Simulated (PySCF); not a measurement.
Predicted microwave data (PBE0-D3(BJ)/def2-TZVP geometry optimisation, gas phase (PySCF)) for one isomer of C2H5N:

```
Rotational constants : A = 23265, B = 21437, C = 13644 MHz
Dipole components    : |μa| = 0.00 D, |μb| = 0.94 D, |μc| = 1.40 D
Inertial defect      : -8.26 u·Å²
κ                    : 0.62
```

Problem. Which candidate fits, each taken in the one conformer that was computed?
A. aziridine (`C1CN1`)
B. ethanimine (`[H]/N=C\C`)
C. N-methylmethanimine (`C=NC`)

Solution. A. It is C1CN1, an asymmetric top, point group Cs. The candidates at the same level (rigid rotor, commonest isotopes):

```tsv
SMILES	A (MHz)	B (MHz)	C (MHz)	μa (D)	μb (D)	μc (D)	Δ (u·Å²)	point group	rotor
C=NC	53915	10781	9509	0.02	1.48	0.00	-3.10	Cs	near-prolate asymmetric top
C1CN1	23265	21437	13644	0.00	0.94	1.40	-8.26	Cs	asymmetric top
[H]/N=C\C	50856	9932	8756	2.51	0.49	0.00	-3.11	Cs	near-prolate asymmetric top
```

`C=NC` has A 132 % too high; `[H]/N=C\C` has A 119 % too high. In the right answer the mirror of this Cs structure is the bc plane, so μa vanishes by symmetry. No structure here is proved a minimum.
